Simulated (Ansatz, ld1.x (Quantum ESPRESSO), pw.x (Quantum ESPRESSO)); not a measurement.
## rhenium: one change to the PAW potential, in the atom and in the sc crystal

ld1.x (Quantum ESPRESSO) 7.5 input, shortened:

```
&input
   title='Re', zed=75., rel=1, dft='PBESOL', iswitch=3,
   config='[Xe] 4f14 5d5 6s1 6p1'
 /
 &inputp
   pseudotype=3, lpaw=.true., tm=.true., lloc=-1, rcloc=2.55,
   nlcc=.true., new_core_ps=.true., rcore=1.15,
   which_augfun='BESSEL', rmatch_augfun=1.65
 /
6
6S  1  0   1.00   0.00  1.75  2.35  0.0
6S  1  0   0.00  -0.20  1.75  2.35  0.0
6P  2  1   1.00   0.00  2.50  2.90  0.0
6P  2  1   0.00   0.45  2.50  2.90  0.0
5D  3  2   5.00   0.00  2.25  2.70  0.0
5D  3  2   0.00   2.00  2.25  2.70  0.0
 &test
   configts(1)='5d5 6s1 6p1'
 /
```

Change: core correction Bessel-smoothed model core inside 2.62 bohr.

Cutoffs, loose and tight: the cutoffs (Ry, on a coarse ladder) from which the occupation-weighted sum of valence levels, in a spherical-Bessel basis at the reference potential, stays within 10 and 1 mRy of its value at 400 Ry. They do not see the model core or the augmentation charge, which bear on the density cutoff. Test errors are all-electron minus pseudo excitation energies from the reference, over the configurations 5d5 6s2 6p0; 5d5 6s1 6p0; 5d5 6s0 6p0; 5d6 6s1 6p0; 5d5 6s0 6p1; 5d4 6s2 6p1; 5d4 6s2 6p0; variants that change the core or the reference have their own tests.

Crystal test: sc Re in pw.x 7.5, no spin, 13³ k-points, Fermi–Dirac smearing 0.01 Ry, cutoffs set for each file from its atomic test. The reference is all-electron LAPW (Ansatz 0.2.0) with the same functional, mesh and smearing; V0 and B0 come from Birch–Murnaghan fits to the pressures at five volumes. Errors are pseudo minus all-electron; Δ is the rms difference of the E(V) curves that follow from these fits, minima aligned, over ±6 % about the mean V0. Mesh and smearing are coarse, so the numbers serve the comparison and aren't converged zero-temperature values; the lattice is a test structure that the element need not adopt.

All-electron: a0 = 2.555 Å (V0 = 16.67 Å³/atom), B0 = 279.0 GPa.

Task: Does the change bring the crystal closer to the all-electron result?

Result: The mean pressure error goes from +3.56 to +3.92 GPa, a small move against the size of the error.

| quantity | base | changed |
| --- | --- | --- |
| outcome (atom) | generated | generated |
| cutoff, loose (atom) | 15 Ry | 15 Ry |
| cutoff, tight (atom) | 21 Ry | 21 Ry |
| bound ghosts (atom) | none | none |
| largest test error (meV) (atom) | -29 | -27 over the solved tests; test run stopped at test 6 of 7 (negative rho) |
| cutoffs in pw.x (Ry) | 40/320 | 40/320 |
| a0 (Å) | 2.565 | 2.566 |
| a0 error (%) | +0.42 | +0.46 |
| B0 error (%) | -2.2 | -2.0 |
| Δ (meV/atom) | 12.7 | 13.9 |
| mean pressure error (GPa) | +3.56 | +3.92 |

Base: The largest radius (2.90 bohr) exceeds half the bond length (2.41 bohr), so the spheres overlap, which is one possible source of error among others. Changed file: The largest radius (2.90 bohr) exceeds half the bond length (2.41 bohr), so the spheres overlap, which is one possible source of error among others. Atomic configuration tests: test run stopped at test 6 of 7 (negative rho).
